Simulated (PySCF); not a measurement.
ethanethiol cation (C₂H₆S), SMILES CCS (connectivity only; charge and spin as stated), charge +1, multiplicity 2.

The structure is a stationary point at TPSSh-D3(BJ)/def2-TZVP. A frequency run showed that this geometry is not a minimum. The spin state was assumed, not searched. One conformer was computed; it need not be the lowest.

All values below come from PySCF 2.14.0 with TDA-M06-2X/def2-SVPD.

Vertical excitations. Isolated molecule, no solvent.

Computed UV-visible absorptions:
| state | energy (eV) | λ (nm) | f | main pairs |
|---|---|---|---|---|
| root 1 | 2.19 | 567 | 0.002 | β HOMO→LUMO 77 %, β HOMO−2→LUMO 12 % |
| root 2 | 3.70 | 335 | 0.001 | β HOMO−2→LUMO 74 %, β HOMO−4→LUMO 12 % |
| root 3 | 3.83 | 324 | 0.023 | β HOMO−1→LUMO 97 % |
| root 4 | 5.34 | 232 | 0.001 | β HOMO−4→LUMO 83 %, β HOMO−2→LUMO 13 % |
| root 5 | 5.67 | 219 | 0.000 | β HOMO−3→LUMO 86 % |
| root 6 | 6.56 | 189 | 0.022 | β HOMO−5→LUMO 95 % |
| root 7 | 7.11 | 174 | 0.000 | α HOMO→LUMO 80 %, α HOMO−2→LUMO 13 % |
| root 8 | 7.78 | 159 | 0.000 | α HOMO−1→LUMO 26 %, α HOMO−3→LUMO 7 %, β HOMO→LUMO+1 40 %, β HOMO−2→LUMO+1 7 % |
| root 9 | 8.32 | 149 | 0.000 | α HOMO→LUMO+1 79 % |
| root 10 | 8.85 | 140 | 0.049 | α HOMO−1→LUMO 53 %, β HOMO→LUMO+1 37 % |
Unrestricted roots are not spin-pure.
